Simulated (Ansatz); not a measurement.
# SiS (singlet): from Hartree-Fock to the top rungs at distance Si1–S2 = 1.532 Å, cc-pVDZ

How much of the correlation energy of SiS (singlet) does each wave-function method recover here?

Program: Ansatz 0.2.0, Gaussian basis. Level of theory: cc-pVDZ, core rule «outside noble gas», up to 10 orbitals frozen. These are calculated values, not measurements.

Plan: UHF; CCSD(T) on RHF; BCCD(T) on RHF; CISD; CCSDT(Q) on RHF; CCSDTQ on RHF; CASSCF and MRCISD+Q, 2 electrons in 2 orbitals; CASSCF and NEVPT2, 2 electrons in 2 orbitals.

19 further runs of the same task are left out: 2 for a known fault of the program, 14 that didn't finish, 3 set aside as unsound or not needed.

## (1) The geometry

The geometry derives from a PBE0/def2-TZVP stationary point (not a proven minimum). One bond is set to the value named and the two fragments are kept rigid.

2 atoms, charge 0, spin multiplicity 1.

Atoms are counted from 1 here; the program's logs count them from 0.

Bond lengths: Si1–S2 1.532 Å.

Geometry (Å):

```xyz
2
SSi
Si    0.00000    0.00000    0.00000
S     0.00000    0.00000    1.53200
```

In the tables R marks a restricted determinant and U an unrestricted one; 'pair' is the active space of 2 electrons in 2 orbitals; energies count from the table's Hartree-Fock row.

## (2) UHF

File in.yaml:

```yaml
crystal:
  periodic: [false, false, false]
  atoms:
    - {symbol: Si, position_ang: [0.000000, 0.000000, 0.000000]}
    - {symbol: S, position_ang: [0.000000, 0.000000, 1.532000]}
basis:
  gaussian: {orbitals: cc-pVDZ}
magnetization: {spin_polarized: true, initial_magnetization: 0}
hamiltonian: {xc: hf}
output: {orbitals: {seedname: orbitals}}
```

Launch:

```console
> ansatz run in.yaml --threads 1 --pin off --events-out ev --progress --plain --max-ram 2393MiB
```

Log:

```text
Functional definition: HF
  name "HF"
  cite "Fock, Z. Phys. 61, 126 (1930) doi:10.1007/BF01340294"
  parent pbe
  exchange = exact_x
  correlation = 0
377 factors; integrals over basis functions are off by at most 1.2e-3 eV
mean field evaluation 1: about -18673.9840 eV, gradient 8.1e0 eV
mean field evaluation 2: about -18674.3496 eV, gradient 8.3e0 eV
mean field evaluation 4: about -18674.8162 eV, gradient 6.7e-1 eV
mean field evaluation 8: about -18674.8237 eV, gradient 1.9e-3 eV
mean field -18674.82368249 eV, -686.2871120814 hartree, gradient 5.0e-5 eV, S^2 0.000000; 0 other end points of the search recorded, 0 dependent functions left out
reference -18674.82368249 eV, -686.2871120814 hartree; 15, 15 occupied and 21, 21 virtual orbitals, 377 factors
Total energy: -18674.82368249 eV, -686.2871120814 hartree
```

Run time: 0.27 s. Hardware: 1 thread of Arm Neoverse V1, shared host.

From the report: ⟨S²⟩ of the determinant 0.000 (pure singlet: 0.00).

The unrestricted search falls back on the restricted solution.

## (3) CCSD(T) on RHF

File in.yaml:

```yaml
crystal:
  periodic: [false, false, false]
  atoms:
    - {symbol: Si, position_ang: [0.000000, 0.000000, 0.000000]}
    - {symbol: S, position_ang: [0.000000, 0.000000, 1.532000]}
basis:
  gaussian: {orbitals: cc-pVDZ}
magnetization: {spin_polarized: false}
correlation: {method: ccsd_t, electrons: outside_noble_gas}
```

Launched as before.

Log, shortened:

```text
Functional definition: HF
  name "HF"
  cite "Fock, Z. Phys. 61, 126 (1930) doi:10.1007/BF01340294"
  parent pbe
[...]
377 factors; integrals over basis functions are off by at most 1.2e-3 eV
[...]
mean field -18674.82368249 eV, -686.2871120814 hartree, gradient 1.1e-6 eV, S^2 0.000000; 0 other end points of the search recorded, 0 dependent functions left out
10 core orbitals not correlated: weight in the atoms' cores, before any rotation towards them, 1.000 or more for the frozen orbitals, at most 0.000 for the correlated occupied ones
reference -18674.82368249 eV, -686.2871120814 hartree; 5, 5 occupied and 21, 21 virtual orbitals, 377 factors
second order -5.13150669 eV of doubles, -0.00000000 eV of singles
cycle   1  -5.55986302 eV  change   -4.3e-1 eV  update   6.3e-2
[...]
cycle   8  -5.76147239 eV  change   -1.6e-6 eV  update   6.3e-6
perturbative correction -0.19035627 eV, -0.0069954639 hartree
Total energy: -18680.77551115 eV, -686.5058377502 hartree
```

It took 0.33 s on 1 thread of Arm Neoverse V1, shared host.

From the report: correlation -5.9518 eV; T1 0.012; largest double amplitude 0.07.

## (4) BCCD(T) on RHF

Edit in.yaml of step 3 so:

```diff
@@ -8,2 +8,2 @@
 magnetization: {spin_polarized: false}
-correlation: {method: ccsd_t, electrons: outside_noble_gas}
+correlation: {method: bccd_t, electrons: outside_noble_gas}
```

Launched as before.

Log, shortened:

```text
Functional definition: HF
  name "HF"
  cite "Fock, Z. Phys. 61, 126 (1930) doi:10.1007/BF01340294"
  parent pbe
[...]
377 factors; integrals over basis functions are off by at most 1.2e-3 eV
[...]
mean field -18674.82368249 eV, -686.2871120814 hartree, gradient 1.1e-6 eV, S^2 0.000000; 0 other end points of the search recorded, 0 dependent functions left out
10 core orbitals not correlated: weight in the atoms' cores, before any rotation towards them, 1.000 or more for the frozen orbitals, at most 0.000 for the correlated occupied ones
reference -18674.82368249 eV, -686.2871120814 hartree; 5, 5 occupied and 21, 21 virtual orbitals, 377 factors
second order -5.13150669 eV of doubles, -0.00000000 eV of singles
cycle   1  -5.56839817 eV  change   -4.4e-1 eV  update   6.3e-2
[...]
cycle   8  -5.75514876 eV  change   -3.5e-6 eV  update   7.8e-6
perturbative correction -0.19716933 eV, -0.0072458391 hartree
Total energy: -18680.77600058 eV, -686.5058557364 hartree
```

It took 0.42 s on 1 thread of Arm Neoverse V1, shared host.

From the report: correlation -5.9523 eV; largest double amplitude 0.07.

## (5) CISD

File in.yaml:

```yaml
crystal:
  periodic: [false, false, false]
  atoms:
    - {symbol: Si, position_ang: [0.000000, 0.000000, 0.000000]}
    - {symbol: S, position_ang: [0.000000, 0.000000, 1.532000]}
basis:
  gaussian: {orbitals: cc-pVDZ}
correlation: {active_space: {ras: {orbitals: [5, 0, 21], electrons: 10, max_holes: 2, max_particles: 2}, fixed_orbitals: true}}
```

Same command.

Log:

```text
Functional definition: HF
  name "HF"
  cite "Fock, Z. Phys. 61, 126 (1930) doi:10.1007/BF01340294"
  parent pbe
  exchange = exact_x
  correlation = 0
377 factors; integrals over basis functions are off by at most 1.2e-3 eV
mean field evaluation 1: about -18674.3663 eV, gradient 1.2e1 eV
mean field evaluation 2: about -18674.3787 eV, gradient 1.2e1 eV
mean field evaluation 4: about -18674.8194 eV, gradient 9.2e-1 eV
mean field evaluation 8: about -18674.8237 eV, gradient 2.7e-4 eV
mean field -18674.82368249 eV, -686.2871120814 hartree, gradient 1.1e-6 eV, S^2 0.000000; 0 other end points of the search recorded, 0 dependent functions left out
reference -18674.82368249 eV, -686.2871120814 hartree; 15, 15 occupied and 21, 21 virtual orbitals, 377 factors
state -18680.16027701 eV, -686.4832283126 hartree
Total energy: -18680.16027701 eV, -686.4832283126 hartree
```

It took 0.78 s on 1 thread of Arm Neoverse V1, shared host.

From the report: 4,140 determinants.

## (6) CCSDT(Q) on RHF

File in.yaml:

```yaml
crystal:
  periodic: [false, false, false]
  atoms:
    - {symbol: Si, position_ang: [0.000000, 0.000000, 0.000000]}
    - {symbol: S, position_ang: [0.000000, 0.000000, 1.532000]}
basis:
  gaussian: {orbitals: cc-pVDZ}
magnetization: {spin_polarized: false}
correlation: {method: ccsdt_q, electrons: outside_noble_gas}
```

Same command.

Log, shortened:

```text
Functional definition: HF
  name "HF"
  cite "Fock, Z. Phys. 61, 126 (1930) doi:10.1007/BF01340294"
  parent pbe
[...]
671 factors; integrals over basis functions are off by at most 1.5e-7 eV
[...]
mean field -18674.82378958 eV, -686.2871160170 hartree, gradient 1.2e-6 eV, S^2 0.000000; 0 other end points of the search recorded, 0 dependent functions left out
10 core orbitals not correlated: weight in the atoms' cores, before any rotation towards them, 1.000 or more for the frozen orbitals, at most 0.000 for the correlated occupied ones
reference -18674.82378958 eV, -686.2871160170 hartree; 5, 5 occupied and 21, 21 virtual orbitals, 671 factors
second order -5.13152747 eV of doubles, -0.00000000 eV of singles
cycle   1  -5.55988176 eV  change   -4.3e-1 eV  update   7.5e-2
[...]
cycle  12  -5.96892610 eV  change    8.3e-7 eV  update   6.0e-7
perturbative correction -0.01574198 eV, -0.0005785070 hartree
Total energy: -18680.80845766 eV, -686.5070485122 hartree
```

Wall time 1.7 s (1 thread of Arm Neoverse V1, shared host).

From the report: correlation -5.9847 eV; T1 0.013; largest double amplitude 0.07.

## (7) CCSDTQ on RHF

Edit in.yaml of step 6 so:

```diff
@@ -8,2 +8,2 @@
 magnetization: {spin_polarized: false}
-correlation: {method: ccsdt_q, electrons: outside_noble_gas}
+correlation: {method: ccsdtq, electrons: outside_noble_gas}
```

Launched as before.

Log, shortened:

```text
Functional definition: HF
  name "HF"
  cite "Fock, Z. Phys. 61, 126 (1930) doi:10.1007/BF01340294"
  parent pbe
[...]
671 factors; integrals over basis functions are off by at most 1.5e-7 eV
[...]
mean field -18674.82378958 eV, -686.2871160170 hartree, gradient 1.2e-6 eV, S^2 0.000000; 0 other end points of the search recorded, 0 dependent functions left out
10 core orbitals not correlated: weight in the atoms' cores, before any rotation towards them, 1.000 or more for the frozen orbitals, at most 0.000 for the correlated occupied ones
reference -18674.82378958 eV, -686.2871160170 hartree; 5, 5 occupied and 21, 21 virtual orbitals, 671 factors
second order -5.13152747 eV of doubles, -0.00000000 eV of singles
cycle   1  -5.55988176 eV  change   -4.3e-1 eV  update   7.5e-2
[...]
cycle  13  -5.98451448 eV  change   -6.3e-8 eV  update   7.0e-7
Total energy: -18680.80830406 eV, -686.5070428677 hartree
```

It took 37 s on 1 thread of Arm Neoverse V1, shared host; peak memory 0.41 GiB.

From the report: correlation -5.9845 eV; T1 0.013; largest double amplitude 0.08.

## (8) CASSCF and MRCISD+Q, 2 electrons in 2 orbitals

Edit in.yaml of step 7 so:

```diff
@@ -7,3 +7,2 @@
   gaussian: {orbitals: cc-pVDZ}
-magnetization: {spin_polarized: false}
-correlation: {method: ccsdtq, electrons: outside_noble_gas}
+correlation: {method: fic_mrcisd_q, electrons: outside_noble_gas, active_space: {window: {electrons: 2, orbitals: 2}}}
```

Launched as before.

Log, shortened:

```text
Functional definition: HF
  name "HF"
  cite "Fock, Z. Phys. 61, 126 (1930) doi:10.1007/BF01340294"
  parent pbe
[...]
377 factors; integrals over basis functions are off by at most 1.2e-3 eV
[...]
mean field -18674.82368249 eV, -686.2871120814 hartree, gradient 1.1e-6 eV, S^2 0.000000; 0 other end points of the search recorded, 0 dependent functions left out
reference -18674.82368249 eV, -686.2871120814 hartree; 15, 15 occupied and 21, 21 virtual orbitals, 377 factors
state -18675.19673540 eV, -686.3008215229 hartree
contracted CI cycle   1: correlation 0.00000000 eV, 0.0000000000 hartree, residual 1.71e1 eV
contracted CI cycle   2: correlation -4.85321080 eV, -0.1783522072 hartree, residual 2.64e0 eV
contracted CI cycle   3: correlation -5.01469811 eV, -0.1842867565 hartree, residual 8.29e-1 eV
contracted CI cycle   4: correlation -5.03052369 eV, -0.1848683357 hartree, residual 2.84e-1 eV
contracted CI cycle   5: correlation -5.03277747 eV, -0.1849511607 hartree, residual 1.07e-1 eV
contracted CI cycle   6: correlation -5.03306968 eV, -0.1849618993 hartree, residual 3.45e-2 eV
contracted CI cycle   7: correlation -5.03309826 eV, -0.1849629497 hartree, residual 1.08e-2 eV
contracted CI cycle   8: correlation -5.03310087 eV, -0.1849630456 hartree, residual 3.38e-3 eV
contracted CI cycle   9: correlation -5.03310111 eV, -0.1849630543 hartree, residual 9.90e-4 eV
state -18675.19673540 eV, -686.3008215229 hartree; corrected -18680.73745826 eV, -686.5044393326 hartree
Total energy: -18680.73745826 eV, -686.5044393326 hartree
```

Run time: 0.9 s. Hardware: 1 thread of Arm Neoverse V1, shared host.

From the report: 2 determinants; active occupations 1.96, 0.04.

## (9) CASSCF and NEVPT2, 2 electrons in 2 orbitals

File in.yaml:

```yaml
crystal:
  periodic: [false, false, false]
  atoms:
    - {symbol: Si, position_ang: [0.000000, 0.000000, 0.000000]}
    - {symbol: S, position_ang: [0.000000, 0.000000, 1.532000]}
basis:
  gaussian: {orbitals: cc-pVDZ}
correlation: {method: sc_nevpt2, electrons: outside_noble_gas, active_space: {window: {electrons: 2, orbitals: 2}}}
```

Same command.

Log:

```text
Functional definition: HF
  name "HF"
  cite "Fock, Z. Phys. 61, 126 (1930) doi:10.1007/BF01340294"
  parent pbe
  exchange = exact_x
  correlation = 0
377 factors; integrals over basis functions are off by at most 1.2e-3 eV
mean field evaluation 1: about -18674.3663 eV, gradient 1.2e1 eV
mean field evaluation 2: about -18674.3787 eV, gradient 1.2e1 eV
mean field evaluation 4: about -18674.8194 eV, gradient 9.2e-1 eV
mean field evaluation 8: about -18674.8237 eV, gradient 2.7e-4 eV
mean field -18674.82368249 eV, -686.2871120814 hartree, gradient 1.1e-6 eV, S^2 0.000000; 0 other end points of the search recorded, 0 dependent functions left out
reference -18674.82368249 eV, -686.2871120814 hartree; 15, 15 occupied and 21, 21 virtual orbitals, 377 factors
state -18675.19673540 eV, -686.3008215229 hartree
state -18675.19673540 eV, -686.3008215229 hartree; corrected -18679.87427228 eV, -686.4727178329 hartree
Total energy: -18679.87427228 eV, -686.4727178329 hartree
```

Wall time 0.72 s (1 thread of Arm Neoverse V1, shared host).

From the report: 2 determinants; active occupations 1.96, 0.04.

## (10) The ladder

The yardstick is RCCSDTQ, where the cluster series has nearly closed. Rows without a time come out of other runs: HF, MP2 and CCSD of CCSD(T), CCSDT of CCSDT(Q), CASSCF and MRCISD of the multireference runs.

Differences are taken before rounding.

| method | energy from the lowest RHF (meV) | from RCCSDTQ (meV) | time |
| --- | --- | --- | --- |
| RHF | 0.0 | +5984.6 |  |
| RMP2 | -5131.5 | +853.1 |  |
| CISD | -5336.6 | +648.0 | 0.78 s |
| RCCSD | -5761.5 | +223.1 |  |
| RCCSD(T) | -5951.8 | +32.8 | 0.33 s |
| BCCD(T) | -5952.3 | +32.3 | 0.42 s |
| RCCSDT | -5969.0 | +15.6 |  |
| RCCSDT(Q) | -5984.8 | -0.2 | 1.7 s |
| RCCSDTQ | -5984.6 | 0 | 37 s |
| CASSCF pair | -373.1 | +5611.6 |  |
| NEVPT2 pair | -5050.6 | +934.0 | 0.72 s |
| MRCISD pair | -5406.2 | +578.5 |  |
| MRCISD+Q pair | -5913.8 | +70.8 | 0.9 s |

Among the levels timed on like hardware and quicker than the yardstick, those that no quicker one beats, quickest first: RCCSD(T) (0.33 s, +32.8 meV); BCCD(T) (0.42 s, +32.3 meV); RCCSDT(Q) (1.7 s, -0.2 meV). Runs this short are mostly start-up, so their order is noise.

## (11) What came out

| quantity | value |
| --- | --- |
| RCCSDTQ from the RHF energy | -5.9846 eV |
| RMP2 from RCCSDTQ | +853.1 meV |
| RCCSD from RCCSDTQ | +223.1 meV |
| RCCSD(T) from RCCSDTQ | +32.8 meV |
| RCCSDT(Q) from RCCSDTQ | -0.2 meV |
| NEVPT2 pair from RCCSDTQ | +934.0 meV |
| MRCISD+Q pair from RCCSDTQ | +70.8 meV |
| levels within 1 kcal/mol (43 meV) | RCCSD(T), BCCD(T), RCCSDT, RCCSDT(Q) |
| T1 diagnostic | 0.012 |

**Reading.** RCCSD(T) lands +32.8 meV from the yardstick (0.5 % of the correlation energy). Of the multireference levels listed MRCISD+Q pair comes nearest in total energy (+70.8 meV), which doesn't show that its space is the better one. These misses are within one basis, not against nature.
